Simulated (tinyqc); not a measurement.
Geometry optimisation on the UHF/sto-3g surface (energies and gradients from PySCF), for OH+, spin multiplicity 3, step by step. One step of it, computed by the program tinyqc.

Question. Step 1: move. Quasi-Newton step p = -H^(-1) g (first H = 1 times the unit matrix); steps longer than 0.5 bohr are cut back (factor 0.809 here).

positions at the start (bohr), order 1O, 2H:
$$\begin{pmatrix}
0.000000 & 0.000000 & 0.000000 \\
0.000000 & 0.000000 & 1.576032
\end{pmatrix}$$

gradient (hartree/bohr), order 1O, 2H:
$$\begin{pmatrix}
0.00000000 & 0.00000000 & 0.43707095 \\
0.00000000 & 0.00000000 & -0.43707095
\end{pmatrix}$$

Give: positions after step 1.

Answer.

positions after step 1 (bohr), order 1O, 2H:
$$\begin{pmatrix}
0.000 & 0.000 & -0.354 \\
0.000 & 0.000 & 1.930
\end{pmatrix}$$
